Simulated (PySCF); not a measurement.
Computed with PySCF 2.14.0 with PBE-D3(BJ)/def2-TZVP // B3LYP-D3(BJ)/def2-SVP. Isolated molecules, 0 K electronic values unless said otherwise. 

Reference species (SMILES): `O` (neutral, multiplicity 1).

```yaml
HOMO: -6.97 eV
dipole_moment: 2.05 D
```

Changed species: `N` (free base NH3; the reference has free base H2O).

### Question
What does the change do to the HOMO and dipole moment?

### Answer
the HOMO goes up by 0.90 eV, to -6.07 eV; the dipole moment drops by 0.30 D, to 1.75 D.
